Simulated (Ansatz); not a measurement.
**[BF2]+ (SMILES F[B+]F): the energy, rung by rung**

[BF2]+ has 3 atoms, charge +1, and is taken as a singlet. SMILES: `F[B+]F`. The shape is that of a GFN2-xTB optimisation.

| atom | x (Å) | y (Å) | z (Å) |
| --- | --- | --- | --- |
| F | 0.3274 | 1.1339 | 0.3057 |
| B | 0.0007 | -0.0003 | 0.0004 |
| F | -0.3281 | -1.1336 | -0.3060 |

Quantity: the energy change with the F1–B2 bond stretched from 1.219 to 1.524 Å, in eV. The values are calculated.

| level | kind | program | value (eV) | less FCI/STO-3G | CPU time (all runs) |
| --- | --- | --- | --- | --- | --- |
| HF/STO-3G (restricted) | Hartree–Fock | Ansatz | 1.65 | +0.44 | 0.12 s |
| SVWN5/STO-3G (restricted) | LDA | Ansatz | 1.30 | +0.09 | 0.85 s |
| PBE/STO-3G (restricted) | GGA | Ansatz | 1.09 | -0.12 | 1.2 s |
| r2SCAN0/STO-3G (restricted) | hybrid meta-GGA | Ansatz | 1.47 | +0.26 | 3.1 s |
| CAM-B3LYP/STO-3G (restricted) | range-separated hybrid | Ansatz | 1.39 | +0.18 | 1.5 s |
| wB97M-V/STO-3G (restricted) | range-separated hybrid | Ansatz | 1.34 | +0.13 | 20 s |
| B2PLYP/STO-3G (restricted) | double hybrid | Ansatz | 1.35 | +0.14 | 1.7 s |
| BCCD(T)/STO-3G (restricted) | coupled cluster or CI | Ansatz | 1.24 | +0.03 | 0.41 s |
| FCI/STO-3G | exact in the basis | Ansatz | 1.21 | 0.00 | 1.4 s |

FCI/STO-3G is exact within its basis and frozen core, so for wave-function methods in that basis the difference is their error; functionals converge differently with the basis, so for them it is only a difference. The first shape isn't each level's own minimum. The values span 1.09 to 1.65 eV. All rows use very small basis sets, so none should be taken for the real molecule's value. In so small a basis fixed costs decide the times, and correlated methods can beat functionals. CPU times are rough (shared hosts, several kinds of processor and program).
